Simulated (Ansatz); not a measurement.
A first try at a rigid torsion scan of C2H6S2, SMILES CCSS, using Ansatz 0.2.0 through its Python package.

`torsion.py`
```python
'''Energy of C2H6S2 as one group turns about a bond.'''

import ansatz as az
from ase import Atoms

BASIS = 'def2-SVP'
FUNCTIONAL = 'b3lyp'
VDW = 'd4'
NET_CHARGE = 0.5
FORCE_TOL = 0.02

atoms = Atoms(['C', 'C', 'S', 'S', 'H', 'H', 'H', 'H', 'H', 'H'], positions=[
    (-0.9482, 0.4222, -0.0072),
    (-0.2594, -0.731, 0.5532),
    (1.4784, -0.3793, 0.8289),
    (2.346, -0.2095, -1.063),
    (-2.0606, 0.2252, -0.1271),
    (-0.906, 1.3599, 0.6294),
    (-0.6103, 0.7365, -1.0133),
    (-0.6589, -0.9779, 1.5131),
    (-0.3526, -1.5839, -0.057),
    (2.0548, 1.0867, -1.2539),
])

# start the scan from a relaxed geometry
first = (
    az.Crystal.molecule_from_ase(atoms).calculation()
    .basis(gaussian=BASIS)
    .functional(FUNCTIONAL, dispersion=VDW)
    .charge(NET_CHARGE)
    .relax(force_tolerance=FORCE_TOL, max_steps=30)
)
atoms.positions = first.run(threads=1, pin='off').report['positions_ang']

start = atoms.get_dihedral(0, 1, 2, 3)
energies = {}
for turn in range(0, 360, 30):
    turned = atoms.copy()
    turned.set_dihedral(0, 1, 2, 3, start + turn, indices=[2, 3, 9])
    calc = (
        az.Crystal.molecule_from_ase(turned).calculation()
        .basis(gaussian=BASIS)
        .functional(FUNCTIONAL, dispersion=VDW)
        .charge(NET_CHARGE)
    )
    energies[round((start + turn) % 360)] = calc.run(threads=1, pin='off').report['free_energy_ev']
floor = min(energies.values())
print('dihedral C0-C1-S2-S3 (deg)   E - E(min) (eV)')
for angle, e in sorted(energies.items()):
    print(f'{angle:8d} {(e - floor):14.3f}  ' + '#' * int(30 * (e - floor) / max(max(energies.values()) - floor, 1e-9)))
```

```console
$ python torsion.py
Traceback (most recent call last):
  File "torsion.py", line 33, in <module>
    atoms.positions = first.run(threads=1, pin='off').report['positions_ang']
                      ~~~~~~~~~^^^^^^^^^^^^^^^^^^^^^^
  ...
ansatz.RefusalError: invalid value for `total_charge`: a molecule in open space takes a whole number
```
(Library frames cut from the traceback.)

Why does it end like this?

The fault: a molecule's charge must be whole. The change:

```diff
--- before
+++ after
@@ -8,3 +8,2 @@
 VDW = 'd4'
-NET_CHARGE = 0.5
 FORCE_TOL = 0.02
@@ -29,4 +28,3 @@
     .functional(FUNCTIONAL, dispersion=VDW)
-    .charge(NET_CHARGE)
-    .relax(force_tolerance=FORCE_TOL, max_steps=30)
+    .relax(force_tolerance=FORCE_TOL, max_steps=80)
 )
@@ -43,3 +41,2 @@
         .functional(FUNCTIONAL, dispersion=VDW)
-        .charge(NET_CHARGE)
     )
```

After the fix:

```console
$ python torsion.py
dihedral C0-C1-S2-S3 (deg)   E - E(min) (eV)
      24          0.186  ########################
      54          0.063  ########
      84          0.068  ########
     114          0.123  ################
     144          0.120  ###############
     174          0.107  #############
     204          0.138  ##################
     234          0.143  ##################
     264          0.064  ########
     294          0.000
     324          0.094  ############
     354          0.229  ##############################
```

Caveats:
- The scan is rigid and the energies are electronic, in a modest basis. With rigid groups the curve can differ much from the relaxed path, the start wasn't checked as a minimum of this torsion, and equivalent turns needn't return to the same energy.
- b3lyp holds the VWN-RPA fit, as in Gaussian; the form of ORCA and Turbomole is b3lyp5.
- Finished in 57 s on 1 thread of Intel(R) Xeon(R) Processor @ 2.30GHz, on a shared host, peak memory 0.31 GiB.
